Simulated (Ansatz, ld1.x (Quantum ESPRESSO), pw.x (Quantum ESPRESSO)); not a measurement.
## osmium (Os): does the PAW potential hold in the solid?

```
Element                 : Os (Z = 76)
Generator               : ld1.x (Quantum ESPRESSO) 7.5
Type                    : PAW
Functional              : LDA (PW92)
Relativity              : scalar-relativistic
Frozen core             : [Kr] 4d10 4f14
Valence charge          : 16
Reference configuration : 5s2 5p6 5d6 6s0 6p0 (charge +2)
Partial waves           : 5s (bound): rcut 1.30, rcutus 1.45 bohr; 6s (bound, empty): rcut 1.30, rcutus 1.45 bohr; 5p (bound): rcut 1.50, rcutus 1.80 bohr; 6p (bound, empty): rcut 1.50, rcutus 1.80 bohr; 5d (bound): rcut 1.30, rcutus 1.60 bohr; 5d channel at -0.85 Ry: rcut 1.30, rcutus 1.60 bohr
Local potential         : all-electron potential smoothed inside 1.45 bohr (lloc = -1)
Core correction         : a·sin(br)/r model core inside 0.95 bohr
Augmentation charge     : PSQ, inside the norm-conserving radii
```

Crystal test: sc Os in pw.x 7.5, no spin, 13³ k-points, Fermi–Dirac smearing 0.01 Ry, cutoffs 85/680 Ry. The lattice is a test structure that the element need not adopt, and mesh and smearing are coarse.

pw.x input:

```
&control
  calculation='scf', prefix='x', pseudo_dir='./', outdir='./tmp', tstress=.true., disk_io='low'
/
&system
  ibrav=0, nat=1, ntyp=1, ecutwfc=85, ecutrho=680, nbnd=16,
  occupations='smearing', smearing='fd', degauss=0.01
/
&electrons
  conv_thr=1e-09, mixing_beta=0.4, electron_maxstep=70
/
ATOMIC_SPECIES
Os 1.0 Os.UPF
CELL_PARAMETERS angstrom
  2.51547732 0.00000000 0.00000000
  0.00000000 2.51547732 0.00000000
  0.00000000 0.00000000 2.51547732
ATOMIC_POSITIONS crystal
Os 0.0000 0.0000 0.0000
K_POINTS automatic
13 13 13 0 0 0
```

```bash
pw.x < Os.scf.in > Os.scf.out
```

Q: How does the run end?

A: Failed (cdiaghg: S matrix not positive definite). The atomic test gives a lowest overlap eigenvalue of -0.04 in the p channel. The ghost test of this file was not conclusive. Its overlap operator is not positive definite. The log shows:

```
Message from routine setup:
     using ibrav=0 with symmetry is DISCOURAGED, use correct ibrav instead
     lattice parameter (alat)  =       4.7536  a.u.
     unit-cell volume          =     107.4132 (a.u.)^3
     number of electrons       =        16.00
     number of Kohn-Sham states=           16
     kinetic-energy cutoff     =      85.0000  Ry
     charge density cutoff     =     680.0000  Ry
     scf convergence threshold =      1.0E-09
     Exchange-correlation= SLA  PW   NOGX NOGC
     number of k points=    84  Fermi-Dirac smearing, width (Ry)=  0.0100
     iteration #  1     ecut=    85.00 Ry     beta= 0.40
     total energy              =    -813.37889240 Ry
     estimated scf accuracy    <       4.59018394 Ry
     iteration #  2     ecut=    85.00 Ry     beta= 0.40
     total energy              =    -813.70624302 Ry
     estimated scf accuracy    <       0.29330355 Ry
     iteration #  3     ecut=    85.00 Ry     beta= 0.40
     total energy              =    -813.76498938 Ry
     estimated scf accuracy    <       0.00985293 Ry
     iteration #  4     ecut=    85.00 Ry     beta= 0.40
     Error in routine cdiaghg (56):
     S matrix not positive definite
```
